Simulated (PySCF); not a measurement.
Species: C4H7FN (doublet state).
Z-matrix (Å and degrees, GFN2-xTB geometry), rows numbered from 1:
```
C 
C   1  1.2867
F   2  1.3623  1  122.92
C   2  1.5554  1  127.23  3   179.06
N   4  1.4257  2  114.35  1   -97.54
C   5  1.4470  4  116.51  2   -64.52
H   1  1.0634  2  133.82  3  -179.53
H   4  1.0935  2  106.29  1   142.47
H   4  1.0904  2  108.39  1    24.46
H   5  1.0134  4  112.09  2    65.91
H   6  1.0896  5  108.59  4   -53.39
H   6  1.0889  5  108.66  4  -171.57
H   6  1.0964  5  113.65  4    67.26
```

The hyperfine couplings belong to this conformer and change with its torsions.

The species is `[C](/[H])=C(/CNC)F` [radical].

Computed, not measured: PySCF, UKS B3LYP, pcH-1 on C F H N, non-relativistic, mean-field spin-orbit, GIAO. Isolated species at its GFN2-xTB geometry (one conformer only). A GFN2-xTB geometry isn't a minimum of the functional, and hyperfine couplings can be far from their values at a DFT geometry. Stability of the SCF solution: not tested.

Q: What is the g tensor, term by term?

A: 
```csv
Δg (ppm),1,2,3
relativistic mass correction,-155,-155,-155
gauge correction,32,7,6
orbital Zeeman/spin–orbit,-754,49,247
total,-877,-99,99
```

So g = 2.00144, 2.00222, 2.00242 and g_iso = 2.00203; the tensor is rhombic: the two nearest values differ by 20 % of g3 − g1. 

Q: What are the electron Larmor frequencies g μB B/h along the three axes at 340 mT?

A: 9.5243, 9.5280, 9.5290 GHz for g1, g2 and g3, a range of 4.6 MHz.

Q: How much does each term add to the isotropic shift?

A: The mass correction -155, the orbital-Zeeman/spin–orbit term -153 and the gauge correction 15 ppm, for a total of -293 ppm. The mass correction is the same along every axis, so the anisotropy comes from the other two: their spans along these axes are 25 (gauge) and 1001 ppm (orbital Zeeman/spin–orbit).

Q: At 94.181 GHz, how far is the centre of the isotropic spectrum from where a free electron (g = 2.002319) resonates?

A: B = hν/(g μB) with μB/h = 13.99624 MHz/mT gives 3360.61 mT for the free electron and 3361.10 mT at g_iso, 0.49 mT higher.

Q: In a frozen sample, at which fields do the three g values resonate at 9.5, 34, 94 and 263 GHz (hyperfine left aside), and which band first spreads them over more than twice a line width of 0.3 mT?

A: 
| band | GHz | B(g3) mT | B(g2) mT | B(g1) mT | spread mT |
| --- | --- | --- | --- | --- | --- |
| X | 9.5 | 338.97 | 339.00 | 339.13 | 0.17 |
| Q | 34.0 | 1213.14 | 1213.26 | 1213.74 | 0.59 |
| W | 94.0 | 3353.99 | 3354.32 | 3355.62 | 1.63 |
| J | 263.0 | 9384.03 | 9384.96 | 9388.61 | 4.57 |

The spread grows in proportion to the frequency. W band is the first where it exceeds 0.6 mT.

The largest Mulliken spin populations are on C1 (+1.01) and C2 (-0.11). No atom but C1 exceeds +0.15. The positive populations add up to 1.12 and the negative ones to -0.12, together 2S = 1.

The HOMO–LUMO gaps are 6.40 eV among the α and 3.35 eV among the β orbitals.
